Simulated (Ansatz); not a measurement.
A made-up structure of B2H4, singlet:

B1  (-0.283, -0.862, -0.090)
B2  (0.283, 0.862, 0.090)
H3  (-0.697, -1.556, 0.622)
H4  (-0.312, -1.519, -0.944)
H5  (0.547, 1.608, -0.647)
H6  (0.462, 1.467, 0.969)
(Å)

It is relaxed with PBE-D4/def2-SVP and then PBE0-D4/def2-TZVP (Ansatz 0.2.0). Atoms count as bonded within 1.22 times the sum of their covalent radii (H–H: 0.88 Å). The end point is not checked to be a true minimum.

(1) Does its bonding change? (A judgement: the text doesn't fix the answer.)

Results:

(1) Computed: No: no bond forms or breaks.

Where it ends: The first stage lowers the energy by 2.36 eV in 8 steps. It ends as B₂H₄ ([BH2][BH2]):
```tsv
atom	x (Å)	y (Å)	z (Å)
B1	-0.2522	-0.7695	-0.0802
B2	0.2527	0.7693	0.0803
H3	-1.2317	-1.1812	0.4783
H4	0.3309	-1.5640	-0.7656
H5	-0.1190	1.6427	-0.6545
H6	1.0193	1.1026	0.9417
```

Labels in which every atom is bracketed show which atoms are joined, not bond orders.

For scale, one of the runs: PBE0-D4/def2-TZVP relaxation, 86 basis functions, launched by `ansatz run in.yaml --threads 2 --pin off --events-out ev --progress --plain --max-ram 4352MiB`. Hardware: 2 CPU threads of an Arm Neoverse V1, shared host. Wall time about 2.8 s.
